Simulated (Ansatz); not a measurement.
# BFH4: the cost of one run

All numbers below are computed with Ansatz 0.2.0 (RKS PBE/def2-SVP).

**1. Starting point**

Bond lengths: B1–H3 1.190 Å, B1–H4 1.190 Å, B1–F5 1.620 Å. Angles: H3–B1–H4 120.0°, H3–B1–F5 97.0°, H4–B1–F5 101.2°.

Coordinates:

```xyz
6

B     0.0000    0.0000    0.0000
H     0.0000    0.0000    1.5400
H     1.0305    0.0000   -0.5950
H    -1.0305    0.0000   -0.5950
F     0.0677   -1.5359    0.5108
H     0.0382   -0.8667    1.4996
```

**2. A restrained relaxation towards end A**

Springs on the bonds that form and break draw the guess towards this end; the thresholds are loose.

input.yaml reads:

```yaml
crystal:
  periodic: [false, false, false]
  atoms:
    - { symbol: B, position_ang: [0.0, 0.0, 0.0] }
    - { symbol: H, position_ang: [0.0, 0.0, 1.54] }
    - { symbol: H, position_ang: [1.0305, 0.0, -0.595] }
    - { symbol: H, position_ang: [-1.0305, 0.0, -0.595] }
    - { symbol: F, position_ang: [0.0677, -1.5359, 0.5108] }
    - { symbol: H, position_ang: [0.0382, -0.8667, 1.4996] }
basis:
  gaussian: { orbitals: def2-SVP }
hamiltonian:
  xc: pbe
relax:
  f_tol: 0.15
  max_steps: 25
  restrain:
    - { distance: [0, 4], at: 2.52, k: 30.0 }
    - { distance: [5, 1], at: 1.86, k: 30.0 }
    - { distance: [0, 1], at: 1.19, k: 30.0 }
    - { distance: [5, 4], at: 0.92, k: 30.0 }
output:
  orbitals: {}
```

Run with:

```sh
ansatz run input.yaml --threads 1 --pin off --max-ram 2048MiB --backend cpu --events-out ev --progress --plain --runs-dir out
```

**Question.** How long does this run take on 1 thread of Arm Neoverse V1, shared host, and how much memory does it need?

About 6.2 s, with a peak of 0.1 GiB.
